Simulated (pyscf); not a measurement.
HO–Ti(F)(F)–F + hydrogen (H₂) → HO–TiH(F)–F + hydrogen fluoride (HF) (four-centre exchange; singlet surface; F–Ti, H–H broken, H–Ti, F–H formed). Structures and frequencies: ωB97X-D3(BJ)/def2-SVP in PySCF. Energies in eV from the separated reactants.

```json
[
 {"level": "ωB97X-D3(BJ)/def2-TZVP", "barrier": "1.81", "reaction energy": "+1.89"},
 {"level": "B3LYP-D3(BJ)/def2-TZVP", "barrier": "1.81", "reaction energy": "+1.92"},
 {"level": "PBE0-D3(BJ)/def2-TZVP", "barrier": "1.71", "reaction energy": "+1.86"},
 {"level": "M06-2X/def2-TZVP", "barrier": "1.81", "reaction energy": "+1.83"},
 {"level": "ωB97M-D3(BJ)/def2-TZVP", "barrier": "1.80", "reaction energy": "+1.80"},
 {"level": "HF/def2-TZVP", "barrier": "2.35", "reaction energy": "+1.71"}
]
```

On the product side the descent ends in an adduct with a F–Ti contact, 0.21 eV under the separated species and 0.13 eV under the saddle at ωB97X-D3(BJ)/def2-TZVP. At ωB97X-D3(BJ), B3LYP-D3(BJ), PBE0-D3(BJ), M06-2X the saddle lies under the separated products, which points to a path from their complex (located at ωB97X-D3(BJ) alone), and parting the products costs more than the saddle. What is counted as broken (F–Ti) persists as a longer contact in the product adduct; parting that adduct is a step of its own. One saddle was located; it need not be the lowest between these sides.
